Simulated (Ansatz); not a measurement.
The input, for Ansatz 0.2.0:

```yaml
crystal:
  periodic: [false, false, false]
  atoms:
    - {symbol: B, position_ang: [0.000000, -0.185227, 0.772970]}
    - {symbol: N, position_ang: [0.000000, 0.087426, -0.705019]}
    - {symbol: H, position_ang: [0.000000, 0.771807, 1.506451]}
basis:
  gaussian: {orbitals: 6-31G}
total_charge: 1
magnetization: {spin_polarized: true, initial_magnetization: 4}
correlation: {method: ccsdt_q, electrons: outside_noble_gas}
```

```sh
$ ansatz run in.yaml --threads 1 --pin off --events-out ev --progress --plain --max-ram 2393MiB
```

Q: Roughly how long does this take on 1 thread of Arm Neoverse V1, shared host, and how much host memory?

A: 1.8 s wall and 0.14 GiB.

```
461 factors; integrals over basis functions are off by at most 9.0e-8 eV
mean field evaluation 1: about -2152.0916 eV, gradient 1.1e1 eV
mean field evaluation 2: about -2152.0997 eV, gradient 1.1e1 eV
mean field evaluation 4: about -2153.7646 eV, gradient 2.8e0 eV
mean field evaluation 8: about -2154.0806 eV, gradient 1.4e-1 eV
mean field evaluation 16: about -2153.9909 eV, gradient 1.4e0 eV
mean field evaluation 32: about -2151.8021 eV, gradient 6.5e-4 eV
mean field evaluation 64: about -2151.8021 eV, gradient 2.9e-4 eV
mean field -2154.08093830 eV, -79.1610143941 hartree, gradient 3.4e-6 eV, S^2 6.006071; 1 other end points of the search recorded, 0 dependent functions left out
determinant -2154.08093830 eV, -79.1610143941 hartree, with singles and doubles -2156.15281451 eV, -79.2371544404 hartree
determinant -2151.80205738 eV, -79.0772670651 hartree, with singles and doubles -2153.95024071 eV, -79.1562113462 hartree
2 core orbitals not correlated: weight in the atoms' cores, before any rotation towards them, 1.000 or more for the frozen orbitals, at most 0.000 for the correlated occupied ones
reference -2154.08093830 eV, -79.1610143941 hartree; 6, 2 occupied and 12, 16 virtual orbitals, 461 factors
second order -1.51401485 eV of doubles, -0.00000000 eV of singles
cycle   1  -1.84495637 eV  change   -3.3e-1 eV  update   5.1e-2
cycle   2  -2.05669592 eV  change   -2.1e-1 eV  update   2.7e-2
cycle   3  -2.10193571 eV  change   -4.5e-2 eV  update   1.5e-2
cycle   4  -2.12219773 eV  change   -2.0e-2 eV  update   9.4e-3
cycle   5  -2.12607482 eV  change   -3.9e-3 eV  update   4.5e-3
cycle   6  -2.12794609 eV  change   -1.9e-3 eV  update   1.9e-3
cycle   7  -2.12839711 eV  change   -4.5e-4 eV  update   9.3e-4
cycle   8  -2.12889036 eV  change   -4.9e-4 eV  update   4.4e-4
cycle   9  -2.12886437 eV  change    2.6e-5 eV  update   1.8e-4
cycle  10  -2.12884228 eV  change    2.2e-5 eV  update   9.2e-5
cycle  11  -2.12886695 eV  change   -2.5e-5 eV  update   4.1e-5
cycle  12  -2.12886494 eV  change    2.0e-6 eV  update   1.8e-5
cycle  13  -2.12885275 eV  change    1.2e-5 eV  update   7.8e-6
cycle  14  -2.12884330 eV  change    9.4e-6 eV  update   3.7e-6
cycle  15  -2.12884341 eV  change   -1.2e-7 eV  update   1.6e-6
cycle  16  -2.12884575 eV  change   -2.3e-6 eV  update   8.9e-7
cycle  17  -2.12884654 eV  change   -7.9e-7 eV  update   3.8e-7
perturbative correction -0.00105804 eV, -0.0000388822 hartree
Total energy: -2156.21084288 eV, -79.2392869436 hartree
```

For the same geometry and basis full CI lies 1.7 meV higher.
